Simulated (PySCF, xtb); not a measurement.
O3, SMILES O=[O+][O-] (connectivity only; charge and spin as stated), charge -1, multiplicity 2.

Harmonic wavenumbers (cm⁻¹) from GFN2-xTB run with xtb at its own minimum, in rising order: 568, 1120, 1140.

**Question.** What does PySCF with PBE0-D3(BJ)/def2-TZVPD give at its own minimum? (An estimate is asked for; the answer gives what the named calculation found.)

**Answer.** 629, 959, 1122. Paired by order, the mean absolute difference is 80 cm⁻¹ and the zero-point energies are 4.0 and 3.9 kcal/mol.
